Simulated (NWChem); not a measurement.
# dichloromethane (CH2Cl2); SMILES ClCCl

```xyz
5

Cl     1.4943     0.0000     0.2157
C      0.0000     0.0000    -0.7601
Cl    -1.4943     0.0000     0.2157
H      0.0000     0.9097    -1.3865
H      0.0000    -0.9097    -1.3865
```
Atoms are numbered in this order, from 1.

Results from NWChem. Coordinates come from a PBE-D3(BJ)/def2-SVP optimisation.

### Question
Taking PBE/def2-QZVP as the yardstick, which of these has the fewest basis functions while keeping “dipole (D)” within 0.1 D of it: PBE/def2-TZVPD; PBE/def2-SVPD; PBE/def2-TZVP; PBE/def2-SVP; PBE/def2-TZVPP; PBE/STO-3G?

### Answer
PBE/def2-SVP.
```csv
level,basis functions,dipole (D)
PBE/STO-3G,25,1.95
PBE/def2-SVP,60,1.58
PBE/def2-SVPD,90,1.61
PBE/def2-TZVP,117,1.60
PBE/def2-TZVPP,143,1.58
PBE/def2-TZVPD,147,1.59
PBE/def2-QZVP,257,1.59
```

The yardstick is one finite set, not the basis-set limit.
